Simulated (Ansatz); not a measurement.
# CNSi: the cost of one run

The runs use Ansatz 0.2.0, Gaussian basis; def2-QZVPP, core rule «outside noble gas», up to 7 orbitals frozen.

To be run: UHF; ROHF; CCSD(T) on UHF.

7 further runs of the same task are left out: 1 that didn't finish, 6 set aside as unsound or not needed.

**1. What is computed**

The geometry is a PBE0/def2-TZVP stationary point (not a proven minimum) of the parent state, kept for this charge and spin.

3 atoms, charge 0, spin multiplicity 4.

Atoms are counted from 1 here; the program's logs count them from 0.

Bond lengths: C1–Si2 1.822 Å, Si2–N3 1.624 Å. Angles: C1–Si2–N3 157.5°.

**2. UHF**

Contents of in.yaml:

```yaml
crystal:
  periodic: [false, false, false]
  atoms:
    - {symbol: C, position_ang: [0.000000, -0.176914, 1.804270]}
    - {symbol: Si, position_ang: [0.000000, 0.160791, 0.014299]}
    - {symbol: N, position_ang: [0.000000, -0.170706, -1.575828]}
basis:
  gaussian: {orbitals: "def2-QZVPP.json"}
magnetization: {spin_polarized: true, initial_magnetization: 3}
hamiltonian: {xc: hf}
output: {orbitals: {seedname: orbitals}}
```

The run is started by

```sh
$ ansatz run in.yaml --threads 1 --pin off --events-out ev --progress --plain --max-ram 2393MiB
```

**Question.** How long does this run take on 1 thread of Arm Neoverse V2, shared host, and how much memory does it need?

About 31 s, with a peak of 0.39 GiB.
